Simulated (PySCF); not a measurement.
**SiS at PBE0**

Computed with PBE0; PySCF, no relativity, basis sets Si def2-TZVP, S def2-TZVP.

```
state                                           : triplet, unpaired electrons π ↑↑, a mixture of terms (⟨Lz²⟩ = 2.0), a second solution, started from another occupation
bond length                                     : 2.172 Å
harmonic wavenumber                             : 501 cm⁻¹
force constant                                  : 2.20 mdyn/Å
rotational constant Be                          : 0.2394 cm⁻¹
anharmonicity ωexe                              : 1.94 cm⁻¹
vibration–rotation constant αe                  : 0.00141 cm⁻¹
energy of the minimum from ground-state Si + S  : -3.29 eV
bond order (Mayer)                              : 1.31
dipole moment (positive dipole means Si(−)S(+)) : -0.23 D
```
